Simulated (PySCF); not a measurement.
**LiB: energy against distance**

Set-up: PySCF, no relativity, basis sets Li pcseg-1, B pcseg-1. Energies in eV from Li + B in their ground configurations at the same level. State: ³Π (triplet), unpaired electrons σ ↑, π ↑.

All columns are TPSS. A positive dipole means Li(−)B(+).

```tsv
R (Å)	E (eV)	μ (D)	Mulliken charge on Li (basis-dependent)	HOMO (eV)	LUMO (eV)	Mayer bond order	⟨S²⟩
1.846	-1.063	-5.09	0.41	-3.31	-2.69	0.94	2.00
1.932	-1.234	-5.22	0.43	-3.23	-2.62	0.92	2.00
2.018	-1.332	-5.34	0.44	-3.17	-2.55	0.90	2.00
2.083	-1.370	-5.42	0.45	-3.13	-2.51	0.89	2.00
2.147	-1.383	-5.50	0.45	-3.10	-2.47	0.88	2.00
2.211	-1.378	-5.57	0.45	-3.07	-2.43	0.87	2.00
2.297	-1.347	-5.65	0.45	-3.04	-2.40	0.86	2.00
2.405	-1.284	-5.71	0.44	-3.01	-2.36	0.85	2.00
2.534	-1.186	-5.73	0.43	-3.00	-2.33	0.84	2.00
2.705	-1.040	-5.67	0.41	-3.01	-2.38	0.82	2.00
```

A fit through these points gives, at Re = 2.157 Å, μ = -5.52 D and dμ/dR = -1.14 D/Å; the reduced mass is 4.285 u.

How strong is the fundamental in the double-harmonic approximation, I = 42.26·(dμ/dR)²/μred km/mol?

I = 42.26·(-1.14)²/4.285 = 12.8 km/mol at TPSS.

The state was picked by a PBE0 search and need not be the measured ground state.
